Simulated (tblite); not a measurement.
Species: vinylidene fluoride, C2H2F2.
Bonds: C1–C2 (double), C2–F3, C2–F4. Hydrogens: H5, H6 on C1.

Computed with GFN2-xTB (tblite), gas phase: Langevin dynamics at 300 K from the optimised GFN2-xTB geometry, time step 0.5 fs, friction 0.01 fs⁻¹, 2000 steps.

The start geometry, which sets the zero of energy:
```
atom  x, y, z in Å
C1     -0.719   -0.079   -0.106
C2      0.572    0.063    0.078
F3      1.232    1.212    0.032
F4      1.423   -0.920    0.339
H5     -1.335    0.774   -0.313
H6     -1.171   -1.050   -0.051
```

Question: These frames come from the run, each turned onto the start geometry. Order them by potential energy, lowest first.
A.
```
atom  x, y, z in Å
C1     -0.726   -0.059   -0.131
C2      0.569    0.091    0.067
F3      1.244    1.237    0.040
F4      1.372   -0.967    0.337
H5     -1.343    0.788   -0.313
H6     -1.113   -1.088   -0.022
```
B.
```
atom  x, y, z in Å
C1     -0.707   -0.111    0.004
C2      0.581   -0.002    0.107
F3      1.159    1.215    0.019
F4      1.480   -0.848    0.304
H5     -1.223    0.756   -0.357
H6     -1.288   -1.008   -0.099
```
C.
```
atom  x, y, z in Å
C1     -0.716   -0.082   -0.124
C2      0.540    0.078    0.112
F3      1.202    1.205   -0.065
F4      1.380   -0.959    0.405
H5     -1.332    0.824   -0.223
H6     -1.070   -1.064   -0.126
```
D.
```
atom  x, y, z in Å
C1     -0.769   -0.098   -0.026
C2      0.560    0.068    0.080
F3      1.169    1.299    0.071
F4      1.469   -0.953    0.269
H5     -1.158    0.777   -0.403
H6     -1.268   -1.093   -0.012
```

Answer: A (0.066 eV), C (0.178 eV), B (0.258 eV), D (0.388 eV).

In the order of the answer:

```csv
t (fs),E above start (eV),largest force (eV/Å),rms force component (eV/Å),rms distance from start (Å),rms bond change (Å),bond most changed (Å)
875,0.066,1.12,0.478,0.048,0.020,C1–H6 +0.033
500,0.178,2.28,0.868,0.089,0.028,C2–F4 +0.040
775,0.258,3.40,1.133,0.105,0.036,C2–F4 -0.076
525,0.388,3.08,1.170,0.117,0.044,C2–F4 +0.054
```

The cost below is that of the whole dynamics run. Hardware: Arm Neoverse V1, one thread, on a shared host. Cost: 3.8 s wall, 0.24 GiB resident at most.
